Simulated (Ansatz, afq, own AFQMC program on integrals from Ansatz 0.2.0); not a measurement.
# CHAl (triplet): AFQMC on the coupled-cluster ladder, cc-pVTZ

How near does AFQMC come to the top of the ladder for CHAl (triplet)?

Program: Ansatz 0.2.0, Gaussian basis, and an in-house AFQMC program (afq) on its integrals; all values are calculated. Level of theory: cc-pVTZ, frozen cores. These are calculated values, not measurements.

The runs, in order: PBE (unrestricted); r2SCAN (unrestricted); PBE0 (unrestricted); CCSD(T) on UHF; B3LYP (unrestricted); wB97M-V (unrestricted); B2PLYP (unrestricted); CCSDT(Q) on UHF; Phaseless AFQMC, CISD trial on UHF.

## (1) The geometry

The geometry is a PBE0/def2-TZVP stationary point (not a proven minimum) of the parent state, kept for this charge and spin.

3 atoms, charge 0, spin multiplicity 3.

Atoms are counted from 1 here; the program's logs count them from 0.

Bond lengths: Al1–C2 1.924 Å, Al1–H3 1.591 Å. Angles: C2–Al1–H3 180.0°.

## (2) PBE (unrestricted)

Contents of in.yaml:

```yaml
crystal:
  periodic: [false, false, false]
  atoms:
    - {symbol: Al, position_ang: [0.000000, 0.000000, 0.110806]}
    - {symbol: C, position_ang: [0.000000, 0.000000, -1.812723]}
    - {symbol: H, position_ang: [0.000000, 0.000000, 1.701917]}
basis:
  gaussian: {orbitals: cc-pVTZ}
magnetization: {spin_polarized: true, initial_magnetization: 2}
hamiltonian: {xc: {name: PBE}}
output: {orbitals: {seedname: orbitals}}
```

The run is started by

```bash
$ ansatz run in.yaml --threads 1 --pin off --events-out ev --progress --plain --max-ram 8192MiB --backend cpu
```

Log:

```text
Functional definition: PBE
  name "PBE"
  cite "Perdew, Burke & Ernzerhof, Phys. Rev. Lett. 77, 3865 (1996) doi:10.1103/PhysRevLett.77.3865"
  parent pbe
  parameter kappa = 0.804
  parameter beta = 0.06672455060314922
  exchange = pbe_x(kappa = kappa, mu = beta*pi^2/3)
  correlation = pbe_c(beta = beta)
497 factors; their error is unknown
mean field evaluation 1: about -7632.5860 eV, gradient 3.1e1 eV
mean field evaluation 2: about -7573.6901 eV, gradient 6.6e1 eV
mean field evaluation 4: about -7638.3240 eV, gradient 1.1e1 eV
mean field evaluation 8: about -7639.4122 eV, gradient 4.1e-2 eV
mean field evaluation 16: about -7639.4023 eV, gradient 1.9e-5 eV
mean field evaluation 32: about -7638.5251 eV, gradient 6.2e0 eV
mean field -7639.40227837 eV, -280.7428555574 hartree, gradient 1.9e-5 eV, S^2 2.005050; 4 other end points of the search recorded, 0 dependent functions left out
reference -7639.40231485 eV, -280.7428568979 hartree; 11, 9 occupied and 67, 69 virtual orbitals, 497 factors
Total energy: -7639.40231485 eV, -280.7428568979 hartree
```

It took 2.6 s on 1 thread, shared host; peak memory 1.8 GiB.

From the report: ⟨S²⟩ of the determinant 2.005 (pure triplet: 2.00).

## (3) r2SCAN (unrestricted)

in.yaml: that of step 2 with these lines changed.

```diff
@@ -9,3 +9,2 @@
 magnetization: {spin_polarized: true, initial_magnetization: 2}
-hamiltonian: {xc: {name: PBE}}
-output: {orbitals: {seedname: orbitals}}
+hamiltonian: {xc: {name: r2SCAN}}
```

Same command.

Log:

```text
Functional definition: r2SCAN
  name "r2SCAN"
  cite "Furness, Kaplan, Ning, Perdew & Sun, J. Phys. Chem. Lett. 11, 8208 (2020) doi:10.1021/acs.jpclett.0c02405"
  cite "Furness, Kaplan, Ning, Perdew & Sun, J. Phys. Chem. Lett. 11, 9248 (2020) doi:10.1021/acs.jpclett.0c03077"
  parent r2scan
  parameter k0 = 0.174
  parameter k1 = 0.065
  parameter a1 = 4.9479
  exchange = r2scan_x(k0 = k0, k1 = k1, a1 = a1)
  correlation = r2scan_c
497 factors; their error is unknown
mean field evaluation 1: about -7637.7618 eV, gradient 2.8e1 eV
mean field evaluation 2: about -7588.8379 eV, gradient 6.3e1 eV
mean field evaluation 4: about -7642.7498 eV, gradient 6.3e0 eV
mean field evaluation 8: about -7643.1303 eV, gradient 1.6e-1 eV
mean field evaluation 16: about -7643.1220 eV, gradient 1.4e-3 eV
mean field evaluation 32: about -7642.3184 eV, gradient 1.3e-3 eV
mean field -7643.12202681 eV, -280.8795537911 hartree, gradient 2.0e-5 eV, S^2 2.013673; 5 other end points of the search recorded, 0 dependent functions left out
reference -7643.12204151 eV, -280.8795543311 hartree; 11, 9 occupied and 67, 69 virtual orbitals, 497 factors
Total energy: -7643.12204151 eV, -280.8795543311 hartree
```

Run time: 7.5 s. Hardware: 1 thread, shared host; peak memory 1.8 GiB.

From the report: ⟨S²⟩ of the determinant 2.014 (pure triplet: 2.00).

## (4) PBE0 (unrestricted)

in.yaml: that of step 3 with these lines changed.

```diff
@@ -9,2 +9,3 @@
 magnetization: {spin_polarized: true, initial_magnetization: 2}
-hamiltonian: {xc: {name: r2SCAN}}
+hamiltonian: {xc: {name: PBE0}}
+output: {orbitals: {seedname: orbitals}}
```

Same command.

Log:

```text
Functional definition: PBE0
  name "PBE0"
  cite "Adamo & Barone, J. Chem. Phys. 110, 6158 (1999) doi:10.1063/1.478522"
  cite "Perdew, Burke & Ernzerhof, Phys. Rev. Lett. 77, 3865 (1996) doi:10.1103/PhysRevLett.77.3865"
  parent pbe
  parameter a = 0.25
  parameter kappa = 0.804
  parameter beta = 0.06672455060314922
  exchange = (1 - a)*pbe_x(kappa = kappa, mu = beta*pi^2/3) + a*exact_x
  correlation = pbe_c(beta = beta)
518 factors; their error is unknown
mean field evaluation 1: about -7636.1082 eV, gradient 2.4e1 eV
mean field evaluation 2: about -7604.2944 eV, gradient 5.6e1 eV
mean field evaluation 4: about -7639.9219 eV, gradient 2.0e0 eV
mean field evaluation 8: about -7639.9575 eV, gradient 8.4e-2 eV
mean field evaluation 16: about -7639.9747 eV, gradient 4.1e-4 eV
mean field -7639.97467302 eV, -280.7638906727 hartree, gradient 5.7e-5 eV, S^2 2.005613; 1 other end points of the search recorded, 0 dependent functions left out
reference -7639.97470036 eV, -280.7638916774 hartree; 11, 9 occupied and 67, 69 virtual orbitals, 518 factors
Total energy: -7639.97470036 eV, -280.7638916774 hartree
```

Run time: 1.8 s. Hardware: 1 thread, shared host; peak memory 1.8 GiB.

From the report: ⟨S²⟩ of the determinant 2.006 (pure triplet: 2.00).

## (5) CCSD(T) on UHF

in.yaml: that of step 4 with these lines changed.

```diff
@@ -9,3 +9,2 @@
 magnetization: {spin_polarized: true, initial_magnetization: 2}
-hamiltonian: {xc: {name: PBE0}}
-output: {orbitals: {seedname: orbitals}}
+correlation: {method: ccsd_t, electrons: outside_noble_gas, hamiltonian_folder: ham}
```

The run is started by

```bash
$ ansatz run in.yaml --threads 1 --pin off --events-out ev --progress --plain --max-ram 24576MiB --backend cuda --devices 0, --max-vram 18GiB
```

Log, cut to the lines that bear on the results:

```text
Functional definition: HF
  name "HF"
  cite "Fock, Z. Phys. 61, 126 (1930) doi:10.1007/BF01340294"
  parent pbe
[...]
474 factors; integrals over basis functions are off by at most 1.4e-3 eV
[...]
mean field -7624.39030664 eV, -280.1911757718 hartree, gradient 2.3e-6 eV, S^2 2.012921; 19 other end points of the search recorded, 0 dependent functions left out
determinant -7624.39030664 eV, -280.1911757718 hartree, with singles and doubles -7630.04937698 eV, -280.3991427707 hartree
determinant -7624.11423291 eV, -280.1810302492 hartree, with singles and doubles -7629.09077826 eV, -280.3639149177 hartree
determinant -7622.32229590 eV, -280.1151777788 hartree, with singles and doubles -7626.98993119 eV, -280.2867102118 hartree
determinant -7621.98946163 eV, -280.1029463448 hartree, with singles and doubles -7626.76866522 eV, -280.2785788373 hartree
determinant -7621.85754652 eV, -280.0980985539 hartree, with singles and doubles -7626.65687360 eV, -280.2744705713 hartree
determinant -7621.85034572 eV, -280.0978339295 hartree, with singles and doubles -7626.82983306 eV, -280.2808267140 hartree
determinant -7621.65916655 eV, -280.0908082247 hartree, with singles and doubles -7626.81390799 eV, -280.2802414785 hartree
determinant -7621.55541773 eV, -280.0869955256 hartree, with singles and doubles -7626.89932729 eV, -280.2833805799 hartree
6 core orbitals not correlated: weight in the atoms' cores, before any rotation towards them, 1.000 or more for the frozen orbitals, at most 0.000 for the correlated occupied ones
reference -7624.39030664 eV, -280.1911757718 hartree; 5, 3 occupied and 67, 69 virtual orbitals, 474 factors
second order -4.80101650 eV of doubles, -0.00000000 eV of singles
cycle   1  -5.53186816 eV  change   -3.5e-1 eV  update   2.4e-2
[...]
cycle  12  -5.55007293 eV  change   -1.6e-6 eV  update   6.8e-6
perturbative correction -0.30404678 eV, -0.0111735131 hartree
Total energy: -7630.24442635 eV, -280.4063107029 hartree
```

Run time: 13 s. Hardware: 1 × H100 (card shared with other runs) with 1 thread, shared host; peak host memory 1.8 GiB.

From the report: ⟨S²⟩ of the determinant 2.013 (pure triplet: 2.00); correlation -5.8541 eV; T1 0.034; largest double amplitude 0.07.

This run also writes the integrals to the folder ham.

## (6) B3LYP (unrestricted)

in.yaml: that of step 5 with these lines changed.

```diff
@@ -9,2 +9,2 @@
 magnetization: {spin_polarized: true, initial_magnetization: 2}
-correlation: {method: ccsd_t, electrons: outside_noble_gas, hamiltonian_folder: ham}
+hamiltonian: {xc: {name: B3LYP}}
```

The run is started by

```bash
$ ansatz run in.yaml --threads 1 --pin off --events-out ev --progress --plain --max-ram 8192MiB --backend cpu
```

Log, cut to the lines that bear on the results:

```text
Functional definition: B3LYP
  name "B3LYP"
  cite "Stephens, Devlin, Chabalowski & Frisch, J. Phys. Chem. 98, 11623 (1994) doi:10.1021/j100096a001"
  cite "Becke, Phys. Rev. A 38, 3098 (1988) doi:10.1103/PhysRevA.38.3098"
  cite "Lee, Yang & Parr, Phys. Rev. B 37, 785 (1988) doi:10.1103/PhysRevB.37.785"
  cite "Vosko, Wilk & Nusair, Can. J. Phys. 58, 1200 (1980) doi:10.1139/p80-159"
[...]
509 factors; their error is unknown
[...]
mean field -7645.16970876 eV, -280.9548047147 hartree, gradient 5.3e-5 eV, S^2 2.003660; 1 other end points of the search recorded, 0 dependent functions left out
reference -7645.16990553 eV, -280.9548119458 hartree; 11, 9 occupied and 67, 69 virtual orbitals, 509 factors
Total energy: -7645.16990553 eV, -280.9548119458 hartree
```

Run time: 1.6 s. Hardware: 1 thread, shared host; peak memory 1.8 GiB.

From the report: ⟨S²⟩ of the determinant 2.004 (pure triplet: 2.00).

## (7) wB97M-V (unrestricted)

in.yaml: that of step 6 with these lines changed.

```diff
@@ -9,2 +9,3 @@
 magnetization: {spin_polarized: true, initial_magnetization: 2}
-hamiltonian: {xc: {name: B3LYP}}
+hamiltonian: {xc: {name: wB97M-V}}
+output: {orbitals: {seedname: orbitals}}
```

Launched as before.

Log, cut to the lines that bear on the results:

```text
Functional definition: wB97M-V
  name "wB97M-V"
  cite "Mardirossian & Head-Gordon, J. Chem. Phys. 144, 214110 (2016) doi:10.1063/1.4952647"
  cite "Becke, J. Chem. Phys. 107, 8554 (1997) doi:10.1063/1.475007"
  cite "Vydrov & Van Voorhis, J. Chem. Phys. 133, 244103 (2010) doi:10.1063/1.3521275"
  # Of w^i u^j: cxij and so on, Table III.
[...]
  gx(w, u) = 1 - cx + cx01*u + cx10*w
  gss(w, u) = css00 + css04*u^4 + css10*w + css20*w^2 + css43*w^4*u^3
  gos(w, u) = cos00 + cos10*w + (cos20 + cos21*u)*w^2 + (cos60 + cos61*u)*w^6
[...]
      + integral(e_c_pw_mod_opposite_spin*gos(b97_w_opposite, b97_u_opposite)) + vv10(b, c)
497 factors; their error is unknown
123 factors; integrals over basis functions are off by at most 7.2e-5 eV
[...]
mean field -7643.55167343 eV, -280.8953430130 hartree, gradient 4.8e-5 eV, S^2 2.013794; 1 other end points of the search recorded, 0 dependent functions left out
reference -7643.55171233 eV, -280.8953444427 hartree; 11, 9 occupied and 67, 69 virtual orbitals, 497 factors
Total energy: -7643.55171233 eV, -280.8953444427 hartree
```

It took 6 s on 1 thread, shared host; peak memory 1.8 GiB.

From the report: ⟨S²⟩ of the determinant 2.014 (pure triplet: 2.00).

## (8) B2PLYP (unrestricted)

in.yaml: that of step 7 with these lines changed.

```diff
@@ -9,3 +9,3 @@
 magnetization: {spin_polarized: true, initial_magnetization: 2}
-hamiltonian: {xc: {name: wB97M-V}}
-output: {orbitals: {seedname: orbitals}}
+hamiltonian: {xc: {name: B2PLYP}}
+correlation: {electrons: outside_noble_gas}
```

Same command.

Log, cut to the lines that bear on the results:

```text
Functional definition: B2PLYP
  name "B2PLYP"
  cite "Grimme, J. Chem. Phys. 124, 034108 (2006) doi:10.1063/1.2148954"
  cite "Becke, Phys. Rev. A 38, 3098 (1988) doi:10.1103/PhysRevA.38.3098"
  cite "Lee, Yang & Parr, Phys. Rev. B 37, 785 (1988) doi:10.1103/PhysRevB.37.785"
[...]
474 factors; integrals over basis functions are off by at most 1.4e-3 eV
[...]
mean field -7638.64034336 eV, -280.7148549622 hartree, gradient 2.8e-6 eV, S^2 2.005139; 4 other end points of the search recorded, 0 dependent functions left out
6 core orbitals not correlated: weight in the atoms' cores, before any rotation towards them, 1.000 or more for the frozen orbitals, at most 0.000 for the correlated occupied ones
reference -7638.64046753 eV, -280.7148595251 hartree; 5, 3 occupied and 67, 69 virtual orbitals, 474 factors
second order -6.31898518 eV of doubles, -0.00000000 eV of singles
Total energy: -7640.34659352 eV, -280.7775584990 hartree
```

Wall time 3.2 s (1 thread, shared host); peak memory 1.8 GiB.

From the report: ⟨S²⟩ of the determinant 2.005 (pure triplet: 2.00).

## (9) CCSDT(Q) on UHF

in.yaml: that of step 8 with these lines changed.

```diff
@@ -9,3 +9,2 @@
 magnetization: {spin_polarized: true, initial_magnetization: 2}
-hamiltonian: {xc: {name: B2PLYP}}
-correlation: {electrons: outside_noble_gas}
+correlation: {method: ccsdt_q, electrons: outside_noble_gas}
```

The run is started by

```bash
$ ansatz run in.yaml --threads 1 --pin off --events-out ev --progress --plain --max-ram 24576MiB --backend cuda --devices 0, --max-vram 18GiB
```

Log, cut to the lines that bear on the results:

```text
Functional definition: HF
  name "HF"
  cite "Fock, Z. Phys. 61, 126 (1930) doi:10.1007/BF01340294"
  parent pbe
[...]
916 factors; integrals over basis functions are off by at most 2.1e-7 eV
[...]
mean field -7624.39031562 eV, -280.1911761017 hartree, gradient 2.5e-6 eV, S^2 2.012921; 19 other end points of the search recorded, 0 dependent functions left out
determinant -7624.39031562 eV, -280.1911761017 hartree, with singles and doubles -7630.04939514 eV, -280.3991434380 hartree
determinant -7624.11424423 eV, -280.1810306650 hartree, with singles and doubles -7629.09079383 eV, -280.3639154896 hartree
determinant -7622.32230882 eV, -280.1151782534 hartree, with singles and doubles -7626.98994156 eV, -280.2867105930 hartree
determinant -7621.98947479 eV, -280.1029468285 hartree, with singles and doubles -7626.76868545 eV, -280.2785795809 hartree
determinant -7621.85756012 eV, -280.0980990538 hartree, with singles and doubles -7626.65689549 eV, -280.2744713754 hartree
determinant -7621.85035799 eV, -280.0978343804 hartree, with singles and doubles -7626.82985169 eV, -280.2808273986 hartree
determinant -7621.65917801 eV, -280.0908086456 hartree, with singles and doubles -7626.81393173 eV, -280.2802423510 hartree
determinant -7621.55542773 eV, -280.0869958933 hartree, with singles and doubles -7626.89935053 eV, -280.2833814340 hartree
6 core orbitals not correlated: weight in the atoms' cores, before any rotation towards them, 1.000 or more for the frozen orbitals, at most 0.000 for the correlated occupied ones
reference -7624.39031562 eV, -280.1911761017 hartree; 5, 3 occupied and 67, 69 virtual orbitals, 916 factors
second order -4.80102805 eV of doubles, -0.00000000 eV of singles
cycle   1  -5.24588932 eV  change   -4.4e-1 eV  update   9.9e-2
[...]
cycle  22  -5.90403826 eV  change   -2.4e-7 eV  update   8.0e-7
perturbative correction -0.02941135 eV, -0.0010808473 hartree
Total energy: -7630.32376524 eV, -280.4092263533 hartree
```

Wall time 13 s (1 × H100 (card shared with other runs) with 1 thread, shared host); peak host memory 1.8 GiB.

From the report: ⟨S²⟩ of the determinant 2.013 (pure triplet: 2.00); correlation -5.9334 eV; T1 0.038; largest double amplitude 0.09.

## (10) Phaseless AFQMC, CISD trial on UHF

It reads the integrals that the CCSD(T) run on this determinant wrote.

The run is started by

```bash
$ afq ham --method phaseless --trial cisd --walkers 1400 --populations 20 --least-time 60 --time-step 0.005 --steps-per-block 50 --equilibration-blocks 28 --max-blocks 4000 --target-error 0.00017 --factor-cut 1e-05 --start spin_pure --seed 9742 --release-times 0.24,0.5,1,1.5 --release-step 0.02 --release-every 3 --taylor-order 6
```

Log:

```text
orbitals 72  electrons 5 3  factors 464 of 474
reference energy -280.19117577 Eh
CCSD correlation -0.20396168 Eh in 15 cycles, weight of the determinant in the CISD state 0.8663
energy of the start -280.394658 Eh
 block  time / (1/Eh)  mean weight  energy / Eh
     1     0.250  1.0000  -280.393637
     2     0.500  1.0003  -280.395736
     3     0.750  0.9999  -280.397535
     4     1.000  0.9996  -280.399128
     5     1.250  1.0000  -280.401425
     6     1.500  0.9998  -280.402127
     7     1.750  0.9999  -280.403468
     8     2.000  1.0003  -280.403693
     9     2.250  1.0001  -280.404693
    10     2.500  0.9997  -280.405828
    14     3.500  1.0003  -280.407614
    27     6.750  0.9997  -280.406939
    40    10.000  1.0004  -280.405935
    53    13.250  1.0005  -280.408479
    66    16.500  0.9993  -280.405255
    79    19.750  1.0001  -280.407179
    92    23.000  1.0000  -280.405180
   105    26.250  0.9999  -280.405117
   118    29.500  0.9996  -280.405771
   131    32.750  1.0002  -280.404598
   144    36.000  0.9993  -280.406266
   157    39.250  0.9996  -280.405938
   170    42.500  1.0008  -280.408230
   183    45.750  0.9995  -280.406172
   196    49.000  0.9997  -280.406158
   209    52.250  1.0005  -280.406393
   222    55.500  1.0002  -280.404596
   235    58.750  0.9996  -280.404704
   248    62.000  1.0003  -280.404745
   261    65.250  0.9998  -280.406355
   274    68.500  0.9996  -280.407747
   287    71.750  0.9999  -280.404985
   300    75.000  1.0000  -280.404234
   313    78.250  1.0005  -280.407342
   326    81.500  0.9999  -280.404841
   339    84.750  1.0002  -280.406690
   352    88.000  0.9999  -280.405027
   365    91.250  0.9998  -280.405895
   378    94.500  1.0002  -280.406117
   391    97.750  0.9992  -280.404551
   404   101.000  1.0006  -280.406330
   417   104.250  1.0002  -280.405769
   430   107.500  0.9999  -280.407925
   443   110.750  0.9996  -280.408280
   456   114.000  1.0005  -280.407682
   469   117.250  0.9998  -280.407567
   482   120.500  1.0000  -280.406183
   495   123.750  0.9999  -280.405748
   508   127.000  0.9999  -280.405993
   521   130.250  1.0004  -280.407305
error from the spread of 20 populations
released: time / (1/Eh)  energy / Eh  error  mean overlap
  0.24  -280.406783  0.000125  0.9988
  0.50  -280.407267  0.000165  0.9977
  1.00  -280.411441  0.002630  0.9947
  1.50  -280.409126  0.000843  0.9936
energy -280.406195 +/- 0.000112 Eh
```

Run time: 3.9 min. Hardware: 1 × H100 (card shared with other runs) with 2 threads, shared host.

Energy -7630.2413 ± 0.0031 eV. Caveats: constraint bias not in the error.

## (11) AFQMC on the ladder

On the UHF determinant, counted from CCSDT(Q) (a yardstick, not exact):

```
                                                level  energy (eV)  from CCSDT(Q) (kJ/mol)  statistical error (kJ/mol)     time
                                                   HF   -7624.3903                  +572.5                                     
                                                  MP2   -7629.1913                  +109.3                                     
                                                 CCSD   -7629.9404                   +37.0                                     
                                              CCSD(T)   -7630.2444                    +7.7                                     
                                             CCSDT(Q)   -7630.3238                     0.0                                     
Phaseless AFQMC, CISD trial, step 0.005, 1400 walkers   -7630.2413                    +8.0                         0.3  3.9 min
```

The functionals' totals stand on their own zeros and serve differences with other points: PBE -7639.402 eV; r2SCAN -7643.122 eV; PBE0 -7639.975 eV; B3LYP -7645.170 eV; wB97M-V -7643.552 eV; B2PLYP -7640.347 eV.

## (12) Outcome

| quantity | value |
| --- | --- |
| CCSD(T) on UHF from CCSDT(Q) | +7.7 kJ/mol |
| Phaseless AFQMC, CISD trial on UHF from CCSDT(Q) | +8.0 ± 0.3 kJ/mol |

What this shows: On UHF the phaseless walk with the CISD trial lies +8.0 kJ/mol from CCSDT(Q), 27 times its error bar. Error bars are statistical and leave out the constraint, the time step and what remains of the start.
